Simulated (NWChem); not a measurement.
The numbers come from NWChem runs, not from measurements. System: CH₃, charge 0, spin multiplicity 2, at a geometry optimised with UB3LYP/def2-SVP. The structure started from a generated list of species. Its SCF solution wasn't tested for a lower state. Level: ROCCSD(T)/def2-TZVP, 1 core orbitals frozen.

Job file:

```
start mol
memory heap 100 mb stack 700 mb global 1900 mb
geometry units angstroms nocenter noautoz
  C      0.000000     0.000000     0.000001
  H      0.000000     0.000000     1.090798
  H     -0.944657     0.000000    -0.545403
  H      0.944657     0.000000    -0.545403
  symmetry group C2v
end
basis spherical
  * library def2-tzvp
end
scf
  rohf
  nopen 1
  maxiter 100
  thresh 1e-7
  semidirect memsize 60000000 filesize 0
  # guess.movecs holds the orbitals of an unrestricted PBE0 run
  vectors input guess.movecs output mol.movecs
end
tce
  freeze core 1
  ccsd(t)
  2eorb
  2emet 13
  thresh 1e-6
  maxiter 100
  tilesize 24
end
task tce energy
```

NWChem printed:

```
             Northwest Computational Chemistry Package (NWChem) 7.3.0
             --------------------------------------------------------

                                NWChem Input Module
                                -------------------

 Scaling coordinates for geometry "geometry" by  1.889725989
 (inverse scale =  0.529177249)

 Turning off AUTOSYM since
 SYMMETRY directive was detected!

                             Geometry "geometry" -> ""
                             -------------------------

 Output coordinates in angstroms (scale by  1.889725989 to convert to a.u.)

  No.       Tag          Charge          X              Y              Z
 ---- ---------------- ---------- -------------- -------------- --------------
    1 C                    6.0000     0.00000000     0.00000000     0.00000100
    2 H                    1.0000     0.00000000     0.00000000     1.09079800
    3 H                    1.0000    -0.94465700     0.00000000    -0.54540300
    4 H                    1.0000     0.94465700     0.00000000    -0.54540300

 Effective nuclear repulsion energy (a.u.)       9.5725784505

            Nuclear Dipole moment (a.u.)
            ----------------------------
        X                 Y               Z
 ---------------- ---------------- ----------------
     0.0000000000     0.0000000000    -0.0000037795

      Symmetry information
      --------------------

 Group name             C2v
 Group number             16
 Group order               4
 No. of unique centers     3

      Symmetry unique atoms

     1    2    3


 Summary of "ao basis" -> "" (spherical)
 ------------------------------------------------------------------------------
       Tag                 Description            Shells   Functions and Types
 ---------------- ------------------------------  ------  ---------------------
 *                         def2-tzvp                  on all atoms

 Summary of "ao basis" -> "ao basis" (spherical)
 ------------------------------------------------------------------------------
       Tag                 Description            Shells   Functions and Types
[...]
            Beta electrons :     4
           No. of orbitals :    98
            Alpha orbitals :    49
             Beta orbitals :    49
        Alpha frozen cores :     1
         Beta frozen cores :     1
     Alpha frozen virtuals :     0
      Beta frozen virtuals :     0
         Spin multiplicity : doublet
    Number of AO functions :    49
       Number of AO shells :    23
        Use of symmetry is : on
      Symmetry adaption is : on
         Schwarz screening : 0.10D-09

          Correlation Information
          -----------------------
          Calculation type : Coupled-cluster singles & doubles w/ perturbation
   Perturbative correction : (T)
            Max iterations :      100
        Residual threshold : 0.10D-05
     T(0) DIIS level shift : 0.00D+00
     L(0) DIIS level shift : 0.00D+00
     T(1) DIIS level shift : 0.00D+00
     L(1) DIIS level shift : 0.00D+00
     T(R) DIIS level shift : 0.00D+00
     T(I) DIIS level shift : 0.00D+00
   CC-T/L Amplitude update :  5-th order DIIS
                I/O scheme : Global Array Library
        L-threshold :  0.10D-05
        EOM-threshold :  0.10D-05
 no EOMCCSD initial starts read in
 TCE RESTART OPTIONS
 SLICE:      F
 D4D5:       F
 quantumc:   F
 qrotation:  F
 pwtce:      F
 qducc:      F
 nacto:                         0
 nrotv:                         0
 nrot:                          0

            Memory Information
            ------------------
          Available GA space size is     249031998 doubles
          Available MA space size is     104853988 doubles

 Maximum block size supplied by input
 Maximum block size        24 doubles

 tile_dim =     20

 -------------------------------------------------

 Global array virtual files algorithm will be used

 Parallel file system coherency ......... OK

 4-electron integrals stored in orbital form

 v2    file size   =           487656
 4-index algorithm nr.  13 is used
 imaxsize =       30
 imaxsize ichop =        0


CCSD iterations
 ---------------------------------------------------------
 Iter          Residuum       Correlation     Cpu    Wall
 ---------------------------------------------------------
    1   0.1053366279350  -0.1591372696991     0.1     0.1
    2   0.0290655228582  -0.1722735534807     0.1     0.1
    3   0.0103062505784  -0.1752502765892     0.1     0.1
    4   0.0040662915500  -0.1760854246002     0.1     0.1
    5   0.0017147122740  -0.1763727000772     0.1     0.1
    6   0.0002464289075  -0.1765596531956     0.1     0.1
    7   0.0000864610357  -0.1765541878629     0.1     0.1
    8   0.0000400012351  -0.1765536506757     0.1     0.1
    9   0.0000197328048  -0.1765535816579     0.1     0.1
   10   0.0000101136855  -0.1765535610059     0.1     0.1
   11   0.0000017243201  -0.1765535815559     0.1     0.1
   12   0.0000005451472  -0.1765536588841     0.1     0.1
 -----------------------------------------------------------------
 Iterations converged
 CCSD correlation energy / hartree =        -0.176553658884148
 CCSD total energy / hartree       =       -39.749029238345251

 Singles contributions

 Doubles contributions
 CCSD(T)
 Using plain CCSD(T) code
             total no. of tasks          365
 total no. of tasks / no. procs          365
                         wl_min            8           1.4
                         wl_max        64000           6.3
        thresh for no. of tasks          365

 CCSD[T]  correction energy / hartree =        -0.004653210333152
 CCSD[T] correlation energy / hartree =        -0.181206869217300
 CCSD[T] total energy / hartree       =       -39.753682448678404
 CCSD(T)  correction energy / hartree =        -0.004567349427876
 CCSD(T) correlation energy / hartree =        -0.181121008312024
 CCSD(T) total energy / hartree       =       -39.753596587773124

 Task  times  cpu:        3.0s     wall:        3.0s

 Total times  cpu:        3.0s     wall:        3.0s
```
